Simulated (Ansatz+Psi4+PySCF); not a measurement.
A calculation with Psi4 1.11.

```
molecule {
1 2
S 0.000000 0.000000 0.370270
O 0.000000 1.277620 -0.370270
O 0.000000 -1.277620 -0.370270
}

basis {
assign O cc-pVTZ
assign S cc-pV(T+d)Z
}
set reference uhf
set scf_type pk
energy('scf')
```

The input is written out from the run's settings.

Output:

* Converged: yes
* Total energy: -546.84942 hartree
* Spin squared of the determinant: 0.851
* Occupied orbitals by symmetry in an Abelian subgroup (alpha; beta): 8 A1 1 A2 2 B1 5 B2; 7 A1 1 A2 2 B1 5 B2

This is not the lowest solution: another run reaches a determinant 1.03 eV lower. Caution: the unrestricted determinant is spin contaminated.
